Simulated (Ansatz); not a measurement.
**BH3Cl (doublet): from Hartree-Fock to the top rungs at distance Cl1–H2 along a hydrogen transfer = 1.652 Å, cc-pVDZ**

One table from this session's results is given with a row withheld; the runs are named, their logs left out.

Method: cc-pVDZ, core rule «outside noble gas», up to 6 orbitals frozen; program: Ansatz 0.2.0, Gaussian basis.

Plan: UHF; CCSD(T) on ROHF; CCSD(T) on UHF; BCCD(T) on ROHF; CISD; CCSDT(Q) on ROHF; CCSDT(Q) on UHF; CASSCF and MRCISD+Q, 3 electrons in 3 orbitals; CASSCF and NEVPT2, 3 electrons in 3 orbitals.

12 further runs of the same task are left out: 5 for a known fault of the program, 1 for a mislabelled method, 6 that didn't finish.

## The geometry

The geometry derives from fragments relaxed apart (PBE0/def2-TZVP) and kept rigid, so it is no stationary point. A hydrogen atom is moved between rigid fragments.

5 atoms, charge 0, spin multiplicity 2.

Atoms are counted from 1 here; the program's logs count them from 0.

Bond lengths: B3–H4 1.191 Å, B3–H5 1.191 Å. Angles: H4–B3–H5 129.4°.

The first run:

Input file in.yaml:

```yaml
crystal:
  periodic: [false, false, false]
  atoms:
    - {symbol: Cl, position_ang: [-0.861883, 0.000000, 0.000000]}
    - {symbol: H, position_ang: [0.790117, 0.000000, 0.000000]}
    - {symbol: B, position_ang: [2.240117, 0.000000, 0.000000]}
    - {symbol: H, position_ang: [2.749190, 0.000000, 1.077008]}
    - {symbol: H, position_ang: [2.749190, 0.000000, -1.077008]}
basis:
  gaussian: {orbitals: cc-pVDZ}
magnetization: {spin_polarized: true, initial_magnetization: 1}
hamiltonian: {xc: hf}
output: {orbitals: {seedname: orbitals}}
```

The run is started by

```bash
> ansatz run in.yaml --threads 1 --pin off --events-out ev --progress --plain --max-ram 2393MiB
```

Steps of the session up to this table: UHF; CCSD(T) on ROHF; CCSD(T) on UHF; BCCD(T) on ROHF; CISD; CCSDT(Q) on ROHF; CCSDT(Q) on UHF; CASSCF and MRCISD+Q, 3 electrons in 3 orbitals; CASSCF and NEVPT2, 3 electrons in 3 orbitals.

One table of the session follows, with a row left open; its other results are not shown here.

| method | from UCCSDT(Q) (kJ/mol) |
| --- | --- |
| ROHF | +715.2 |
| UHF | +690.4 |
| RMP2 | +109.5 |
| UMP2 | +116.7 |
| CISD | +71.6 |
| RCCSD | +15.9 |
| UCCSD | +15.2 |
| RCCSD(T) | +3.0 |
| UCCSD(T) | +3.1 |
| BCCD(T) | +3.1 |
| RCCSDT | ? |
| UCCSDT | +0.9 |
| RCCSDT(Q) | 0.0 |
| UCCSDT(Q) | 0 |
| CASSCF pair | +656.0 |
| NEVPT2 pair | +107.7 |
| MRCISD pair | +60.9 |
| MRCISD+Q pair | +4.0 |

**Question.** Estimate the row for RCCSDT.

**Answer.** from UCCSDT(Q) (kJ/mol): +1.0. In the column «from UCCSDT(Q) (kJ/mol)» it lies between UCCSDT (+0.9) and RCCSD(T) (+3.0).

Among the levels timed on like hardware and quicker than the yardstick, those that no quicker one beats, quickest first: NEVPT2 pair (1.7 s, +107.7 kJ/mol); MRCISD+Q pair (2 s, +4.0 kJ/mol); BCCD(T) (5.5 s, +3.1 kJ/mol); RCCSD(T) (9 s, +3.0 kJ/mol).

To keep in mind: Of the multireference levels listed MRCISD+Q pair comes nearest in total energy (+4.0 kJ/mol), which doesn't show that its space is the better one. Restricted and unrestricted rows rest on different reference determinants; where their highest levels disagree by more than a few hundredths of an eV, they describe different states and don't form one ladder.
